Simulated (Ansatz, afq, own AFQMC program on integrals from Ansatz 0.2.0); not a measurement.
# Atomization energy of GaH3Se, singlet

```xyz
5

Ga    0.0000    0.0145    1.2155
Se    0.0000   -0.0313   -1.1066
H     0.0000    1.4015    1.9300
H     0.0000   -1.3846    1.9060
H     0.0000    1.4319   -1.2283
```

Connectivity, by distances: GaH2–SeH.

Atoms in their ground-state spins without spin–orbit coupling (mostly on UHF) minus the molecule (RHF), without zero-point energy. The geometry is a stationary point, not shown to be a minimum.

Basis cc-pVDZ. Noble-gas cores (and the filled d shells of Ga–Kr and In–Xe) are frozen. Integrals, coupled cluster, full CI and functionals: Ansatz 0.2.0; the random walks run on the same integrals in our own AFQMC program. ph-AFQMC/CISD is guided by a CISD state made of CCSD amplitudes; releasing the constraint for a short imaginary time cuts its bias at the price of noise, slowly where states lie close. ± is one standard error of the sampling. No spin–orbit coupling. The errors of all members are added in quadrature.

No full CI on the walks' own integrals is used here. The released AFQMC energy serves as the reference, which it does only where one determinant dominates, the energy is flat over the last release times and near the phaseless one (40 meV or 2 meV an electron, half that with transition metals). On small molecules, where full CI could be run and the noise was under 10 meV, such values lay within 10 meV of it in 19 cases of 20, a flattering rate, since the rule was set on those same cases; what remains of the bias isn't in the error bar. Each member takes its own surest rung, up to full CI.

Errors are counted within cc-pVDZ, not against nature.

Cautions: inner d shell frozen; no relativity below Rb; no spin-orbit coupling; GaH₃Se (singlet): the ph-AFQMC/CISD walk drifts between its halves (2.1 errors), the released value is read at 2.40 1/Eh with a noise of 13 meV, more than in the cases checked (meV from the phaseless value at times in 1/Eh: 5 ± 10 at 0.24, 11 ± 8 at 0.51, 16 ± 10 at 0.99, 11 ± 12 at 1.62, 17 ± 13 at 2.40).

```csv
level,atomization energy (kJ/mol)
CCSD,1048.4
HF,820.8
```

Problem. From these cheaper values, estimate the atomization energy at the reference level in cc-pVDZ.

Solution. 1060.6 ± 1.2 kJ/mol (AFQMC with the constraint released in cc-pVDZ).

```tsv
level	atomization energy (kJ/mol)	error against released AFQMC (kJ/mol)
MP2	1042.3	-18.3 ± 1.2
CCSD(T)	1058.8	-1.9 ± 1.2
ph-AFQMC/HF	1069.7 ± 5.3	9.1 ± 5.4
ph-AFQMC/CISD	1062.6 ± 1.0	2.0 ± 1.6
```

Correlation beyond CCSD(T) changes it by less than twice the noise. The perturbative (T) step is worth +10.3 kJ/mol.

A walk keeps the symmetry of its determinant, which the program's search chose and which needn't be the lowest solution, so a lower state of the same spin and another symmetry isn't excluded. Released energies are given only where the last usable release times agree within the noise; a slower fall can still hide under it.
